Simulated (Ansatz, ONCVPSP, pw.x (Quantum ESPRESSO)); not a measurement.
## Equation-of-state test of one ONCV potential (lithium)

- Element: Li (Z = 3)
- Generator: ONCVPSP 4.0.1.1 (patched build)
- Type: optimised norm-conserving Vanderbilt (ONCV)
- Functional: LDA (Perdew-Wang 92)
- Relativity: scalar-relativistic
- Frozen core: none
- Valence charge: 3
- Reference configuration: 1s2 2s1
- Partial waves: 1s+2s: rc 1.05 bohr, ncon 4, nbas 8, qcut 10.3 1/bohr, 2 projectors; p scattering state at 0.14 Ha: rc 0.85 bohr, ncon 4, nbas 8, qcut 11.7 1/bohr, 2 projectors, debl 4 Ha; d scattering state at 0.08 Ha: rc 0.95 bohr, ncon 4, nbas 8, qcut 10.1 1/bohr, 2 projectors, debl 0.9 Ha
- Local potential: polynomial inside 0.65 bohr (lpopt 5, dvloc0 0 Ha)
- Core correction: none

Crystal test: sc Li in pw.x 7.5, no spin, 12³ k-points, Fermi–Dirac smearing 0.01 Ry, cutoffs 115/460 Ry. The reference is all-electron LAPW (Ansatz 0.2.0) with the same functional, mesh and smearing; V0 and B0 come from Birch–Murnaghan fits to the pressures at five volumes. Errors are pseudo minus all-electron; Δ is the rms difference of the E(V) curves that follow from these fits, minima aligned, over ±6 % about the mean V0. Mesh and smearing are coarse, so the numbers serve the comparison and aren't converged zero-temperature values; the lattice is a test structure that the element need not adopt.

```json
{"V (Å³/atom)": "18.204", "P all-electron (GPa)": "0.66", "P pseudo (GPa)": "0.66"}
{"V (Å³/atom)": "18.683", "P all-electron (GPa)": "0.27", "P pseudo (GPa)": "0.28"}
{"V (Å³/atom)": "19.162", "P all-electron (GPa)": "-0.07", "P pseudo (GPa)": "-0.07"}
{"V (Å³/atom)": "19.641", "P all-electron (GPa)": "-0.38", "P pseudo (GPa)": "-0.38"}
{"V (Å³/atom)": "20.120", "P all-electron (GPa)": "-0.65", "P pseudo (GPa)": "-0.65"}
```

All-electron: a0 = 2.671 Å (V0 = 19.06 Å³/atom), B0 = 13.2 GPa.

Pseudopotential: mean pressure error (GPa): +0.00; a0 (Å): 2.671; a0 error (%): +0.00; B0 error (%): +0.1; Δ (meV/atom): 0.0.

Task: At the middle volume, how do free energy and pressure move when the wave cutoff is lowered (ecutrho kept at four times it)?

Result:

```tsv
cutoff (Ry)	shift of F (meV/atom)	shift of P (GPa)
52	+1914.6	-51.07
69	+337.4	-14.73
92	+13.9	-1.24
```

The run at the middle volume (84 k-points, 5 iterations) took about 26 s on one core of a shared host (Neoverse-N1, 64 threads, 124 GiB, load 56).
